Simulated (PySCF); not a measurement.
**NaH under other conditions**

Aim: change spin, charge, geometry, field or solvent of NaH, one at a time, and compare with the base run.

Method: each script names its method and basis; program: PySCF 2.14.0.

1 further run of the same task is left out (it didn't finish).

**1. The system as given**

NaH: 2 atoms, charge 0, spin multiplicity 1.

Bond lengths: Na1–H2 1.895 Å.

**2. The run that the others are compared with**

input.py

```python
from pyscf import gto, scf, tdscf

mol = gto.M(
    atom='Na 0 0 0; H 0 0 1.895',
    basis='6-31g*',
    charge=0,
    spin=0,
    symmetry=True,
    verbose=4,
)
mf = scf.RHF(mol)
mf = mf.density_fit(auxbasis='def2-universal-jkfit')
mf.kernel()
td = tdscf.TDA(mf)
td.nstates = 6
td.kernel()
td.analyze()
mf.dip_moment()
print('orbital energies (hartree):', mf.mo_energy[..., max(0, mol.nelec[1]-3):mol.nelec[0]+3].round(4))
```

Started as:

```
> OMP_NUM_THREADS=1 python input.py
```

Its log is not repeated here.

Base result: E(SCF) = -162.372404 Eh, 7 cycles, μ = 6.87 D, excitations 3.95, 4.77, 4.77, 6.70, 7.63 eV.

The bond length is a typed value, not an optimised one.

**3. Charge +2 (UHF)**

Variant 1 changes charge: 0 → 2; SCF type: RHF → UHF.

input.py

```python
from pyscf import gto, scf, tdscf

mol = gto.M(
    atom='Na 0 0 0; H 0 0 1.895',
    basis='6-31g*',
    charge=2,
    spin=0,
    symmetry=True,
    verbose=4,
)
mf = scf.UHF(mol)
mf = mf.density_fit(auxbasis='def2-universal-jkfit')
mf.kernel()
td = tdscf.TDA(mf)
td.nstates = 6
td.kernel()
td.analyze()
mf.dip_moment()
print('orbital energies (hartree):', [e[max(0, n-3):n+3].round(4) for e, n in zip(mf.mo_energy, mol.nelec)])
```

Started as:

```
> OMP_NUM_THREADS=1 python input.py
```

**4. PCM, ε = 32.6**

Variant 2 changes solvent: none (gas phase) → PCM, ε = 32.6; step after the SCF: tda → analyze.

input.py

```python
from pyscf import gto, scf, solvent

mol = gto.M(
    atom='Na 0 0 0; H 0 0 1.895',
    basis='6-31g*',
    charge=0,
    spin=0,
    symmetry=True,
    verbose=4,
)
mf = scf.RHF(mol)
mf = mf.density_fit(auxbasis='def2-universal-jkfit')
mf = solvent.PCM(mf)
mf.with_solvent.eps = 32.6
mf.kernel()
mf.analyze()
print('orbital energies (hartree):', mf.mo_energy[..., max(0, mol.nelec[1]-3):mol.nelec[0]+3].round(4))
```

**5. Lengths in bohr**

Variant 3 changes length unit: angstrom → bohr; bond length: 1.895 Å → 1.895 bohr.

input.py, as its differences from that of step 2:

```diff
@@ -7,2 +7,3 @@
     spin=0,
+    unit='bohr',
     symmetry=True,
```

**6. Bond 2.369 Å**

Variant 4 changes bond length: 1.895 Å → 2.369 Å.

input.py, as its differences from that of step 2:

```diff
@@ -3,3 +3,3 @@
 mol = gto.M(
-    atom='Na 0 0 0; H 0 0 1.895',
+    atom='Na 0 0 0; H 0 0 2.369',
     basis='6-31g*',
```

**7. PCM, ε = 2.27**

Variant 5 changes solvent: none (gas phase) → PCM, ε = 2.27; step after the SCF: tda → analyze.

input.py

```python
from pyscf import gto, scf, solvent

mol = gto.M(
    atom='Na 0 0 0; H 0 0 1.895',
    basis='6-31g*',
    charge=0,
    spin=0,
    symmetry=True,
    verbose=4,
)
mf = scf.RHF(mol)
mf = mf.density_fit(auxbasis='def2-universal-jkfit')
mf = solvent.PCM(mf)
mf.with_solvent.eps = 2.27
mf.kernel()
mf.analyze()
print('orbital energies (hartree):', mf.mo_energy[..., max(0, mol.nelec[1]-3):mol.nelec[0]+3].round(4))
```

**Question.** What will these runs give? Wanted: for each run, E(SCF); from base; gap; SCF dipole; after the SCF.

The runs gave:

```
                          run  E(SCF) (hartree)  from base (eV)  cycles  gap (eV)  SCF dipole (D)               after the SCF
                         base       -162.372404               0       7      7.43            6.87   lowest root found 3.95 eV
              charge +2 (UHF)       -161.381376        +26.9672       5     35.90             n/a  lowest root found 28.01 eV
                PCM, ε = 32.6       -162.401737         -0.7982       7      9.69            8.19                         n/a
lengths in bohr (poor choice)       -162.136907  not comparable       7      8.16            4.59   lowest root found 4.47 eV
                 bond 2.369 Å       -162.359773         +0.3437       7      6.58            8.10   lowest root found 3.35 eV
                PCM, ε = 2.27       -162.387731         -0.4171       7      8.59            7.65                         n/a
```

In words: Of the runs whose energies can be compared, “PCM, ε = 32.6” moves the SCF energy most (-0.798 eV). A continuum solvent with ε = 32.6 lowers the energy by 0.798 eV. A continuum solvent with ε = 2.27 lowers the energy by 0.417 eV. Rows marked «poor choice» come from settings spoiled on purpose.
